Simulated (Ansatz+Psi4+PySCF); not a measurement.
**doublet NH₃(+): levels of theory in one basis**

```xyz
4

N     0.1165    0.0000    0.0000
H    -0.2718    0.9397    0.0000
H    -0.2718   -0.4699    0.8138
H    -0.2718   -0.4699   -0.8138
```

Basis set: cc-pVTZ (spherical functions). Left uncorrelated: 1 orbital. Correlation on ROHF uses semicanonical orbitals with singles. Charge 1, multiplicity 2.

Computed with Ansatz (development build ahead of 0.2.0) and Psi4 1.11; each method stands on the lowest determinant of its kind that the runs found.

```tsv
method	E − E(ROHF) (eV)	<S²> of the determinant
ROHF	0.00	0.75
UHF	-0.11	0.76
ROHF-MP2	-5.01	–
UHF-MP2	-5.01	0.76
```
